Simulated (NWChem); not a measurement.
**Ionisation of chlorine (Cl2)**

```
Cl
Cl 1 2.0255
```
Charge 0, spin multiplicity 1.

All runs are NWChem calculations. All single points use one geometry, from PBE0/def2-SVP, a minimum by its harmonic frequencies.

Basis set: def2-TZVP. −ε marks an orbital energy of the parent.

B3LYP has NWChem's definition, with VWN1-RPA local correlation.

Q: For the first vertical ionisation energy, −ε(HOMO) of HF gives 12.15 eV and −ε(HOMO) of B3LYP gives 8.47 eV. What do −ε(HOMO) of PBE, −ε(HOMO) of LDA (SVWN5), −ε(HOMO) of TPSS give?

A: −ε(HOMO) of PBE: 7.30 eV; −ε(HOMO) of LDA (SVWN5): 7.43 eV; −ε(HOMO) of TPSS: 7.44 eV.
